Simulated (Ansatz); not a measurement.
Process, species as SMILES: [CH2][SiH3] (CH2-SiH3) → C atom + 5 H atom + Si atom
B3LYP-D3(BJ)/def2-TZVP geometries, fixed; electronic energies without zero-point terms.
Largest species:
```xyz
7

C     -0.0097     0.1411    -1.2607
Si     0.0046    -0.0671     0.5695
H     -0.9250     0.2758    -1.8259
H      0.8972     0.1766    -1.8533
H     -0.0125     1.2498     1.2616
H     -1.1932    -0.8210     1.0128
H      1.2278    -0.7881     0.9952
```
Charge 0, spin multiplicity 2.

Basis-set convergence of the atomisation energy at r2SCAN with Ansatz (a first-principles code). Cartesian d functions, on some or all atoms, in 6-31G*, 6-31+G*, 6-311G**, 6-311+G**; all else is spherical. The program fits the integrals of some runs and decomposes those of others, by size. Open shells are unrestricted. No added dispersion term, no relativity. Functions are those of the species that has most. Reference: the value in aug-pcseg-3, 524.29 kcal/mol, itself unsure by roughly 0.18 kcal/mol (its mean distance from aug-cc-pV(Q+d)Z, def2-QZVPPD, pcseg-3). Deviations are taken from unrounded values.

```json
[
 {"basis": "6-31G*", "functions": "44", "atomisation energy (kcal/mol)": "518.75"},
 {"basis": "6-31+G*", "functions": "52", "atomisation energy (kcal/mol)": "517.83"},
 {"basis": "def2-SVP", "functions": "57", "atomisation energy (kcal/mol)": "521.07"},
 {"basis": "def2-SVPD", "functions": "84", "atomisation energy (kcal/mol)": "522.33"},
 {"basis": "pcseg-1", "functions": "57", "atomisation energy (kcal/mol)": "518.31"},
 {"basis": "aug-pcseg-1", "functions": "95", "atomisation energy (kcal/mol)": "519.23"},
 {"basis": "cc-pV(D+d)Z", "functions": "62", "atomisation energy (kcal/mol)": "515.56"},
 {"basis": "aug-cc-pV(D+d)Z", "functions": "100", "atomisation energy (kcal/mol)": "515.59"},
 {"basis": "6-311G**", "functions": "75", "atomisation energy (kcal/mol)": "518.89"},
 {"basis": "6-311+G**", "functions": "83", "atomisation energy (kcal/mol)": "518.69"},
 {"basis": "def2-TZVP", "functions": "98", "atomisation energy (kcal/mol)": "522.51"},
 {"basis": "def2-TZVPD", "functions": "125", "atomisation energy (kcal/mol)": "522.58"},
 {"basis": "pcseg-2", "functions": "134", "atomisation energy (kcal/mol)": "523.74"},
 {"basis": "aug-pcseg-2", "functions": "211", "atomisation energy (kcal/mol)": "523.93"},
 {"basis": "cc-pV(T+d)Z", "functions": "139", "atomisation energy (kcal/mol)": "523.31"},
 {"basis": "aug-cc-pV(T+d)Z", "functions": "216", "atomisation energy (kcal/mol)": "523.27"},
 {"basis": "def2-TZVPP", "functions": "143", "atomisation energy (kcal/mol)": "523.50"},
 {"basis": "def2-TZVPPD", "functions": "170", "atomisation energy (kcal/mol)": "523.52"},
 {"basis": "cc-pV(Q+d)Z", "functions": "269", "atomisation energy (kcal/mol)": "524.29"},
 {"basis": "aug-cc-pV(Q+d)Z", "functions": "399", "atomisation energy (kcal/mol)": "524.34"},
 {"basis": "def2-QZVPP", "functions": "277", "atomisation energy (kcal/mol)": "523.81"},
 {"basis": "def2-QZVPPD", "functions": "304", "atomisation energy (kcal/mol)": "523.81"},
 {"basis": "pcseg-3", "functions": "289", "atomisation energy (kcal/mol)": "524.29"},
 {"basis": "aug-pcseg-3", "functions": "419", "atomisation energy (kcal/mol)": "524.29"}
]
```

What the diffuse functions change, pair by pair:
- 6-31G* to 6-31+G*: 8 more functions, deviation -5.54 to -6.47 kcal/mol
- def2-SVP to def2-SVPD: 27 more functions, deviation -3.22 to -1.97 kcal/mol
- pcseg-1 to aug-pcseg-1: 38 more functions, deviation -5.99 to -5.06 kcal/mol
- cc-pV(D+d)Z to aug-cc-pV(D+d)Z: 38 more functions, deviation -8.74 to -8.71 kcal/mol
- 6-311G** to 6-311+G**: 8 more functions, deviation -5.41 to -5.60 kcal/mol
- def2-TZVP to def2-TZVPD: 27 more functions, deviation -1.78 to -1.71 kcal/mol
- pcseg-2 to aug-pcseg-2: 77 more functions, deviation -0.55 to -0.36 kcal/mol
- cc-pV(T+d)Z to aug-cc-pV(T+d)Z: 77 more functions, deviation -0.98 to -1.02 kcal/mol
- def2-TZVPP to def2-TZVPPD: 27 more functions, deviation -0.80 to -0.77 kcal/mol
- cc-pV(Q+d)Z to aug-cc-pV(Q+d)Z: 130 more functions, deviation 0.00 to 0.04 kcal/mol
- def2-QZVPP to def2-QZVPPD: 27 more functions, deviation -0.48 to -0.48 kcal/mol
- pcseg-3 to aug-pcseg-3: 130 more functions, deviation 0.00 to 0.00 kcal/mol

Leaving out the reference's own pair, they bring the value nearer the reference by more than 0.18 kcal/mol in 3 of 11 pairs.
